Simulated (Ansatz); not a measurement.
This geometry of CH₄N₂ (7 atoms, charge 0, multiplicity 1) is a first-order saddle point.

All numbers below come from RKS r2SCAN-D4/6-31G* in Ansatz 0.2.0.

```xyz
7
Properties=species:S:1:pos:R:3
N -0.744 -0.772 -0.315
C -0.151 0.393 -0.112
N 1.009 0.127 0.466
H -1.412 -0.900 -1.073
H -0.542 1.380 -0.370
H 1.460 0.806 1.078
H 0.442 -1.102 0.280
```

(1) Which two structures does it join? (They come from a converged band through this point; their orientation in space is the band's.)

(2) How far does it lie above each of them?

## Answers

(1) Bonds broken: N3–H7. Bonds formed: N1–H7.  The two ends are copies of one structure, up to a mirror image or an exchange of like atoms.

Image 0:

```xyz
7
Properties=species:S:1:pos:R:3
N -0.914 -0.843 -0.584
C -0.229 0.172 -0.208
N 0.983 0.031 0.424
H -1.736 -0.524 -1.098
H -0.490 1.228 -0.383
H 1.277 0.775 1.042
H 1.171 -0.907 0.762
```

Image 6:

```xyz
7
Properties=species:S:1:pos:R:3
N -0.631 -0.833 -0.228
C 0.017 0.346 0.051
N 1.126 0.369 0.692
H -1.234 -0.853 -1.039
H -0.549 1.227 -0.291
H 1.398 1.338 0.862
H -0.065 -1.663 -0.094
```

(2) 44.8 kcal/mol above the first and 44.8 kcal/mol above the second. This is the barrier of this one path; another mechanism may lie lower. The orbitals stay closed-shell, which can raise the energy where a bond breaks towards radicals; this wasn't checked here.

Time of the run: 2.4 min on 1 thread of Arm Neoverse N1, with other jobs on the host, peak memory 0.11 GiB.
